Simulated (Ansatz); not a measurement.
**Structure relaxation of CuSnSb**

These are results of Ansatz 0.2.0, DFT PBE, scalar-relativistic, plane waves, PAW, not measurements. Cutoff 420 eV, Γ-centred k mesh, Gaussian smearing, no spin polarisation in the final step.

The start puts CuSnSb on the matlockite structure type (P4/nmm, No. 129), with Cu in place of Pb, Sn in place of Cl, Sb in place of F, at a guessed volume.

```yaml
crystal:
  lattice:
    - [4.10691, 0.00000, 0.00000]
    - [0.00000, 4.10691, 0.00000]
    - [0.00000, 0.00000, 7.22765]
  atoms:
    - { symbol: Cu, position: [0.50000, 0.00000, 0.20550] }
    - { symbol: Cu, position: [0.00000, 0.50000, 0.79450] }
    - { symbol: Sn, position: [0.50000, 0.00000, 0.64850] }
    - { symbol: Sn, position: [0.00000, 0.50000, 0.35150] }
    - { symbol: Sb, position: [0.00000, 0.00000, 0.00000] }
    - { symbol: Sb, position: [0.50000, 0.50000, 0.00000] }
```

Cell and atoms relax at zero pressure; the relaxation can't lower the symmetry of the start. After a coarse first stage the cell is made exact in the group found at 0.06 Å.

The zero of energy is the elements' standard structures at the same level; no fitted shifts are applied.

**Question.** What does it relax into?

**Answer.** It keeps P4/nmm (No. 129). The result still has the matlockite structure. Conventional cell: a = 4.454 Å, c = 6.980 Å. Cu is coordinated by 1 Sn at 2.62 Å, 4 Sb at 2.78 Å and 4 Sn at 3.32 Å; Sn has 1 Cu at 2.62 Å; around Sb lie 4 Cu at 2.78 Å, 4 Sb at 3.15 Å and 4 Sn at 3.50 Å.

Space group P4/nmm:1 (No. 129). a = 4.454 Å, b = 4.454 Å, c = 6.980 Å, α = 90.00°, β = 90.00°, γ = 90.00°
```tsv
atom	site	symmetry	x	y	z
Cu	2c	4mm	0.5000	0.0000	0.2373
Sn	2c	4mm	0.5000	0.0000	0.6133
Sb	2a	-4m2	0.0000	0.0000	0.0000
```

**Question.** What are its volume, energy, density and gap?

**Answer.** The volume per atom is 23.08 Å³, the density is 7.29 g/cm³ and the energy over the elements is 0.21 eV/atom. The gap on the 8×8×6 mesh is 0 eV (a metal).

The final run used a 8×8×6 mesh on its 6-atom cell and 0.10 eV smearing. For metals, differences of a few meV/atom aren't resolved. Spin–orbit coupling is left out. A structure relaxed within its symmetry needn't be a true minimum. The steps took about 5 core-minutes in all.